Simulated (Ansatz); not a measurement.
**AlP+ (doublet): the correlation ladder, def2-QZVPP**

The task here is to estimate one member of a computed series from the others.

The runs use Ansatz 0.2.0, Gaussian basis; def2-QZVPP, core rule «outside noble gas», up to 10 orbitals frozen.

To be run: UHF; ROHF; CCSD(T) on UHF.

### The geometry

The geometry is a PBE0/def2-TZVP stationary point (not a proven minimum).

2 atoms, charge 1, spin multiplicity 2.

Atoms are counted from 1 here; the program's logs count them from 0.

Bond lengths: Al1–P2 2.381 Å.

Set-up of the first run:

in.yaml reads:

```yaml
crystal:
  periodic: [false, false, false]
  atoms:
    - {symbol: Al, position_ang: [0.000000, 0.000000, 0.000000]}
    - {symbol: P, position_ang: [0.000000, 0.000000, 2.380600]}
basis:
  gaussian: {orbitals: "def2-QZVPP.json"}
total_charge: 1
magnetization: {spin_polarized: true, initial_magnetization: 1}
hamiltonian: {xc: hf}
output: {orbitals: {seedname: orbitals}}
```

Launch:

```
ansatz run in.yaml --threads 1 --pin off --events-out ev --progress --plain --max-ram 2393MiB
```

Among the steps run: UHF; ROHF; CCSD(T) on UHF.

One table of the session follows, with a row left open; its other results are not shown here.

It belongs to the step «Misses and costs». 

| method | from UCCSD(T) (kJ/mol) |
| --- | --- |
| ROHF | +608.4 |
| UHF | +422.3 |
| UMP2 | +99.9 |
| UCCSD | ? |
| UCCSD(T) | 0 |

**Question.** Estimate the row for UCCSD.

**Answer.** from UCCSD(T) (kJ/mol): +22.5. In the column «from UCCSD(T) (kJ/mol)» it lies between UCCSD(T) (0) and UMP2 (+99.9).

The program flags UCCSD(T) as in doubt (see the logs), so the zero of the table is itself unsure.

Caveats from the session: The determinant is far from a pure spin state, so its energy mixes those of several spin states (harmless only where they are near-degenerate, as at dissociation). The program flags UCCSD(T) as in doubt, so the zero of the table is itself unsure.
